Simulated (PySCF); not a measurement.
A side-by-side comparison of computed properties.

First species: hydroxyfluoroborane, BFH₂O.
SMILES: `OBF`

Second species: 1,2-dimethyl cyclopropene, C₅H₈.
InChI=1S/C5H8/c1-4-3-5(4)2/h3H2,1-2H3

Levels: CAM-B3LYP/def2-SVPD for dipole moment, HOMO energy, LUMO energy, HOMO–LUMO gap, static isotropic polarisability and electronic spatial extent ⟨r²⟩ about the centre of nuclear charge; TDDFT CAM-B3LYP/def2-SVPD for lowest singlet excitation; PBE0-D3(BJ)/def2-SVP for rotational constant A and rotational constant C. Geometries: PBE0-D3(BJ)/def2-SVP. All species are isolated and taken at one optimised geometry, non-relativistic unless stated; the electronic structure was computed with PySCF and density fitting.

Dipoles, sizes and rotational constants follow the conformer. The torsions of the flexible species, by atom-mapped SMILES:
- `[OH:1][BH:2][F:3]`: H–O1–B2–F3 180°

Values for the first species:

- Dipole moment: 2.53 D
- HOMO energy: -11.53 eV
- LUMO energy: 0.72 eV
- HOMO–LUMO gap: 12.25 eV
- Lowest singlet excitation: 8.37 eV
- Static isotropic polarisability: 20.6 au
- Electronic spatial extent ⟨r²⟩ about the centre of nuclear charge: 146 bohr²
- Rotational constant A: 71.442 GHz
- Rotational constant C: 9.000 GHz

Question: Estimate the same properties for the second species, and the change in each.

Answer: 
```tsv
property	first	second	second less first
dipole moment	2.53 D	0.91 D	-1.62 D
HOMO energy	-11.53 eV	-7.75 eV	+3.78 eV
LUMO energy	0.72 eV	1.29 eV	+0.57 eV
HOMO–LUMO gap	12.25 eV	9.04 eV	-3.21 eV
lowest singlet excitation	8.37 eV	6.12 eV	-2.25 eV
static isotropic polarisability	20.6 au	60.8 au	+40.2 au
electronic spatial extent ⟨r²⟩ about the centre of nuclear charge	146 bohr²	497 bohr²	+351 bohr²
rotational constant A	71.442 GHz	9.558 GHz	-61.884 GHz
rotational constant C	9.000 GHz	2.769 GHz	-6.231 GHz
```

On the first: S1 lies 3.88 eV below the HOMO–LUMO gap; its leading configuration is HOMO→LUMO+1, weight 0.96. The principal polarisabilities are 16.9, 21.2 and 23.6 au; their mean is the isotropic value.

On the second: In wavenumbers S1 is 49400 cm⁻¹ (1 eV = 8065.54 cm⁻¹). Point group C2v permits a dipole; with 0.91 D the species has a pure rotational spectrum.
